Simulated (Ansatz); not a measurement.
Input file for Ansatz (a program for electronic structure): R-CAM-B3LYP/def2-TZVPPD on NH3 (SMILES N). Files ending in .json are basis or fitting sets from the Basis Set Exchange.

Ansatz 0.2 input:
```yaml
crystal:
  periodic: [false, false, false]
  atoms:
    - {symbol: N, position_ang: [0.00000000, 0.00000000, 0.11289000]}
    - {symbol: H, position_ang: [0.00000000, 0.93802400, -0.26340900]}
    - {symbol: H, position_ang: [0.81235300, -0.46901200, -0.26340900]}
    - {symbol: H, position_ang: [-0.81235300, -0.46901200, -0.26340900]}
basis:
  gaussian:
    orbitals: def2-TZVPPD.json
hamiltonian:
  xc: {name: CAM-B3LYP}
scf: {lower_state_search: off}
```

The log:

```
WARN ansatz: RAYON_NUM_THREADS=1 ignored (pool sized by the plan → 1); use --threads N
Functional definition: CAM-B3LYP
these checks for a lower state are left out or cut short: stability, starts, cluster_reference, orbital_swaps, neighbouring_geometries, increment
integrals: 0.01 GiB planned
356 factors; their error is unknown
integrals: 0.04 GiB planned
125 factors; integrals over basis functions are off by at most 7.8e-6 eV
mean field: 0.17 GiB planned
mean field evaluation 1: about -1534.3775 eV, gradient 5.1e1 eV
mean field evaluation 2: about -1532.4747 eV, gradient 5.7e1 eV
mean field evaluation 4: about -1539.0534 eV, gradient 1.6e-1 eV
mean field evaluation 8: about -1539.0530 eV, gradient 2.6e-1 eV
mean field evaluation 16: about -1539.0531 eV, gradient 1.3e-6 eV
mean field -1539.05307252 eV, -56.5591572075 hartree, gradient 1.3e-6 eV, S^2 0.000000; 0 other end points of the search recorded, 0 dependent functions left out
reference -1539.05315316 eV, -56.5591601709 hartree; 5, 5 occupied and 83, 83 virtual orbitals, 356 factors
Total energy: -1539.05315316 eV, -56.5591601709 hartree
Checks for a lower state left out: stability, starts, cluster_reference, orbital_swaps, neighbouring_geometries, increment
```

The run converged.

Cost: around 0.4 core-seconds (rough).
